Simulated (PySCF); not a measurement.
# From one method to the next for NaO

Aim: see what other levels and later steps give for NaO.

Method: method and basis as typed in the scripts; program: PySCF 2.14.0.

2 further runs of the same task are left out: 2 that didn't finish.

## (1) Where the work starts

NaO: 2 atoms, charge 0, spin multiplicity 2.

Bond lengths: Na1–O2 2.124 Å.

## (2) The base run

Input file input.py:

```python
from pyscf import gto, scf
from pyscf.hessian import thermo

mol = gto.M(
    atom='Na 0 0 0; O 0 0 2.124',
    basis='pcseg-2',
    charge=0,
    spin=1,
    verbose=4,
)
mf = scf.UHF(mol)
mf.kernel()
hess = mf.Hessian().kernel()
print('wavenumber (cm^-1) =', thermo.harmonic_analysis(mol, hess)['freq_wavenumber'].round(1))
mf.dip_moment()
print('orbital energies (hartree):', [e[max(0, n-3):n+3].round(4) for e, n in zip(mf.mo_energy, mol.nelec)])
```

Command:

```sh
OMP_NUM_THREADS=1 python input.py
```

## (3) Population analysis

Edit 1 changes step after the SCF: frequency → analyze.

Input file input.py:

```python
from pyscf import gto, scf

mol = gto.M(
    atom='Na 0 0 0; O 0 0 2.124',
    basis='pcseg-2',
    charge=0,
    spin=1,
    verbose=4,
)
mf = scf.UHF(mol)
mf.kernel()
mf.analyze()
print('orbital energies (hartree):', [e[max(0, n-3):n+3].round(4) for e, n in zip(mf.mo_energy, mol.nelec)])
```

## (4) CASCI (ROHF)

Edit 2 changes step after the SCF: frequency → casci; SCF type: UHF → ROHF; active space: none → 5 electrons in 6 orbitals.

Input file input.py:

```python
from pyscf import gto, scf, mcscf

mol = gto.M(
    atom='Na 0 0 0; O 0 0 2.124',
    basis='pcseg-2',
    charge=0,
    spin=1,
    verbose=4,
)
mf = scf.ROHF(mol)
mf.kernel()
mc = mcscf.CASCI(mf, 6, 5)
mc.kernel()
mc.analyze()
mf.dip_moment()
print('orbital energies (hartree):', mf.mo_energy[..., max(0, mol.nelec[1]-3):mol.nelec[0]+3].round(4))
```

## (5) Hf,lyp (UKS)

Edit 3 changes functional: none (Hartree–Fock) → hf,lyp; SCF type: UHF → UKS; step after the SCF: frequency → analyze.

Input file input.py:

```python
from pyscf import gto, dft

mol = gto.M(
    atom='Na 0 0 0; O 0 0 2.124',
    basis='pcseg-2',
    charge=0,
    spin=1,
    verbose=4,
)
mf = dft.UKS(mol, xc='hf,lyp')
mf.kernel()
mf.analyze()
print('orbital energies (hartree):', [e[max(0, n-3):n+3].round(4) for e, n in zip(mf.mo_energy, mol.nelec)])
```

## (6) B3lyp5 (UKS)

Edit 4 changes functional: none (Hartree–Fock) → b3lyp5; SCF type: UHF → UKS; step after the SCF: frequency → analyze.

Input file input.py:

```python
from pyscf import gto, dft

mol = gto.M(
    atom='Na 0 0 0; O 0 0 2.124',
    basis='pcseg-2',
    charge=0,
    spin=1,
    verbose=4,
)
mf = dft.UKS(mol, xc='b3lyp5')
mf.kernel()
mf.analyze()
print('orbital energies (hartree):', [e[max(0, n-3):n+3].round(4) for e, n in zip(mf.mo_energy, mol.nelec)])
```

## (7) MP2

Edit 5 changes step after the SCF: frequency → mp2; frozen orbitals: none → 2.

Input file input.py:

```python
from pyscf import gto, scf, mp

mol = gto.M(
    atom='Na 0 0 0; O 0 0 2.124',
    basis='pcseg-2',
    charge=0,
    spin=1,
    verbose=4,
)
mf = scf.UHF(mol)
mf.kernel()
mp.MP2(mf, frozen=2).kernel()
mf.dip_moment()
print('orbital energies (hartree):', [e[max(0, n-3):n+3].round(4) for e, n in zip(mf.mo_energy, mol.nelec)])
```

Q: Predict the outcome of this session. Wanted: for each run, E(SCF); from base; gap, α spin; SCF dipole; after the SCF.

The runs gave:

```
                run  E(SCF) (hartree)  from base (eV)  cycles  gap, α spin (eV)  SCF dipole (D)                           after the SCF
               base       -236.689112               0      12              9.53            9.00                   highest mode 432 cm⁻¹
population analysis       -236.689112          0.0000      12              9.53            9.00                                     n/a
       CASCI (ROHF)       -236.684547         +0.1242      12               n/a            9.04             CASCI correlation -0.012 eV
       hf,lyp (UKS)       -237.395317  not comparable      11              9.94            9.02                                     n/a
       b3lyp5 (UKS)       -237.422053  not comparable      11              3.51            7.93                                     n/a
                MP2       -236.689112          0.0000      12              9.53            9.00  MP2 correlation -5.960 eV, core frozen
```

Total energies of different functionals can't be compared with each other; differences within one functional can.
